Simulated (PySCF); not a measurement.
# CH2O2: fields and orbitals

For CH2O2, the scripts below compute its lowest excited states.

The runs use PySCF 2.14.0; levels as typed in each script, gas phase, geometry from GFN2-xTB.

### Step 1. Starting geometry

5 atoms, charge 0, spin multiplicity 1.

Bond lengths: O1–C2 1.193 Å, C2–O3 1.322 Å, C2–H4 1.101 Å, O3–H5 0.973 Å. Angles: O1–C2–O3 125.6°, O1–C2–H4 124.9°, O3–C2–H4 109.5°, C2–O3–H5 110.9°.

Coordinates:

```csv
atom,x (Å),y (Å),z (Å)
O1,1.1284,0.2627,0.0000
C2,0.1311,-0.3916,0.0000
O3,-1.1021,0.0853,0.0000
H4,0.1002,-1.4918,0.0000
H5,-1.0975,1.0580,0.0000
```

### Step 2. Excited states (CAM-B3LYP/cc-pvtz)

input.py reads:

```python
import numpy as np
from pyscf import gto, scf, dft, tdscf
from pyscf.scf import atom_ks, atom_hf
from scipy.linalg import block_diag

def solve(mol, dm0=None, hcore=None):
    mf = (dft.UKS if mol.spin else dft.RKS)(mol, xc='camb3lyp')
    mf.grids.level = 3
    mf = mf.density_fit(auxbasis='def2-universal-jkfit')
    mf.conv_tol, mf.max_cycle = 1e-8, 80
    if hcore is not None:
        mf.get_hcore = lambda *args: hcore
    mf.kernel(dm0)
    if not mf.converged:
        mf = mf.newton().run(mf.mo_coeff, mf.mo_occ, max_cycle=30)
    assert mf.converged, 'SCF not converged'
    return mf

mol = gto.M(atom='''
O      1.12837     0.26266     0.00000
C      0.13115    -0.39164     0.00000
O     -1.10206     0.08531     0.00000
H      0.10023    -1.49182     0.00000
H     -1.09753     1.05798     0.00000
''', basis='cc-pvtz', charge=0, spin=0, verbose=4)
mf = solve(mol)
td = mf.TDA()
td.nstates, td.singlet, td.conv_tol = 5, True, 1e-5
td.kernel()
td.analyze()
x, y = np.array([p[0] for p in td.xy]), np.array([p[1] + 0 * p[0] for p in td.xy])
f, mu = td.oscillator_strength(), td.transition_dipole()
nto = [td.get_nto(state=i + 1, verbose=4) for i in range(len(td.e))]
# spherically averaged free atoms, for the promolecule
atm = atom_ks.get_atm_nrks(mol, xc='camb3lyp')
pro = block_diag(*[(atm[a[0]][2] * atm[a[0]][3]) @ atm[a[0]][2].T for a in mol._atom])
np.savez('result.npz', e=td.e, f=f, ok=td.converged, w=[n[0] for n in nto], nto=[n[1] for n in nto], x=x, y=y, c=mf.mo_coeff, occ=mf.mo_occ, eps=mf.mo_energy, pro=pro, mu=mu)
```

Started as:

```
$ OMP_NUM_THREADS=1 python input.py
```

**Question.** What will these runs give? Wanted: lowest singlet excitation.

**Answer**, as computed:

| quantity | value |
| --- | --- |
| lowest singlet excitation (CAM-B3LYP/cc-pvtz) | 6.00 eV |

The geometry was not optimised at these levels.
